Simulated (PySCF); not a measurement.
Z-matrix (Å, degrees):
```
C
O 1 1.1823
H 1 1.1367 2 124.02
```
Charge 0, spin multiplicity 2.

**Question.** Give the total energy, highest occupied spin orbital and dipole moment at the level PySCF with PBE-D3(BJ)/def2-TZVP.

**Answer.** 
total energy: -113.7761 Ha
highest occupied spin orbital: -4.94 eV
dipole moment: 1.48 D
